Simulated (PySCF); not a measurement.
# How the method changes the constants of SiN

State: ²Σ⁺ (doublet), unpaired electrons σ ↑. Set-up: Si def2-SVPD, N def2-SVPD; no relativity (PySCF 2.14). De refers to Si + N in their high-spin ground configurations, without counterpoise correction. The functionals are run spin-unrestricted. A positive dipole means Si(−)N(+). Levels whose curve was spin-contaminated or gave no clean fit are not listed.

| Level | Re (Å) | ωe (cm⁻¹) | De (eV) | μ (D) |
| --- | --- | --- | --- | --- |
| ROHF | 1.548 | 1305 | 0.93 | -2.41 |
| ROHF-MP2 | 1.611 | 1068 | 3.98 | n/a |
| ROHF-SCS-MP2 | 1.607 | 1086 | 3.91 | n/a |
| ROHF-CCSD | 1.590 | 1165 | 3.58 | n/a |
| ROHF-CCSD(T) | 1.604 | 1109 | 3.95 | n/a |
| PBE | 1.592 | 1146 | 5.12 | -2.76 |
| PW91 | 1.590 | 1148 | 5.14 | -2.77 |
| r²SCAN | 1.582 | 1172 | 4.47 | -2.62 |
| PBE0 | 1.577 | 1189 | 4.36 | -2.68 |
| HSE06 | 1.577 | 1186 | 4.35 | -2.69 |
| BHandHLYP | 1.565 | 1214 | 3.79 | -2.65 |

(1) Which functional lies closest to ROHF-CCSD(T) in De, which farthest, and by how much do they differ from it?

(2) What does a quarter of exact exchange do here, going from PBE to PBE0?

(3) What does the step from GGA to meta-GGA do here, going from PBE to r²SCAN?

Correlated steps freeze 6 core orbitals. Correlated levels converge slowly with the basis: in double zeta they bind strong bonds too weakly, by up to about 1 eV, and carry superposition errors of some tenths. The CCSD T1 diagnostic is raised, a sign that a single reference may not be enough here. UHF is strongly spin-contaminated for SiN, so the ROHF reference used there is far from stable. The state is the lowest determinant that a PBE0 search found; another state may lie lower at other levels.

The whole job (state search and all levels along the bond) took about 1.8 min on 1 thread of Arm Neoverse V1 (shared host), peak memory 0.51 GiB.

## Answers

(1) Closest is BHandHLYP (-3.9 pm in Re, +9.5 % in ωe, -0.16 eV in De against ROHF-CCSD(T) in the same basis), farthest PW91 (-1.4 pm in Re, +3.5 % in ωe, +1.19 eV in De). CCSD(T) converges more slowly with the basis than the functionals do and binds too weakly in this one, so the order can change at the basis-set limit.

(2) PBE0 less PBE: -1.5 pm in Re, +3.8 % in ωe, -0.76 eV in De. Exact exchange removes part of the self-interaction that spreads semilocal densities, and in most molecules shortens and stiffens the bond and lowers De; so it does here.

(3) r²SCAN less PBE: -1.0 pm in Re, +2.3 % in ωe, -0.65 eV in De.
